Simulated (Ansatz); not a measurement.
**Scan of [SiH$_{3}$···H···BH$_{2}$], doublet**

Starting geometry:

```xyz
8

Si   -0.8719    0.0000    0.0000
H    -1.3668    1.3997    0.0000
H    -1.3668   -0.6999    1.2122
H    -1.3668   -0.6999   -1.2122
H     0.6127    0.0000    0.0000
B     2.1031    0.0000    0.0000
H     2.6122    0.0000    1.0770
H     2.6122    0.0000   -1.0770
```

From there H5 is moved from one fragment to the other while all else, the fragments' distance too, stays fixed, so the hump isn't the reaction's barrier; atoms are numbered as listed. Energies are in kcal/mol, counted from the starting geometry at the same level. Kohn–Sham curves are unrestricted where that lies lower.

Basis cc-pVDZ; Ansatz 0.2.0. Correlated methods freeze the noble-gas cores. Prefix R: restricted or restricted open-shell reference; prefix U: unrestricted. Active spaces: frontier = (9e, 9o) about the gap.

Runs in a small pair space aren't shown, since their orbitals change along the scan. A value is left out where its run failed or describes another state than the reference as far as symmetry and spin tell, or, spin-broken singlets apart, can't be checked.

Full CI isn't at hand for all of this; UCCSDT(Q) serves as the reference, and is uncertain by about the last step of the cluster series. The frozen core follows each run's orbitals, which can shift R against U totals by a few meV.

| distance Si1-H5 (Å) | UCCSDT(Q) | curve A | curve B | curve C | curve D |
| --- | --- | --- | --- | --- | --- |
| 1.485 | 0.0 | 0.0 | 0.0 | 0.0 | 0.0 |
| 1.530 | -0.8 | -0.9 | -0.3 | -0.7 | -0.8 |
| 1.622 | 0.2 | -1.3 | 2.0 | – | 0.4 |
| 1.713 | 2.0 | -1.5 | 3.0 | -0.1 | 2.0 |
| 1.805 | 1.4 | -1.0 | 0.6 | -0.6 | 1.1 |

Question: The curves come from B3LYP, NEVPT2 (frontier space), RCCSD, RHF. Compare each with UCCSDT(Q) and say which is which.

Answer: A: B3LYP, B: RHF, C: NEVPT2 (frontier space), D: RCCSD. Spread of the error against UCCSDT(Q), over the points where both stand: A 3.6, B 2.5, C 2.3, D 0.5 kcal/mol. 

In so small a basis the reference is far from its limit while semilocal and hybrid functionals are nearer theirs, so the functionals' errors here hold much of the reference's basis and frozen-core error, which can add to them or hide them.
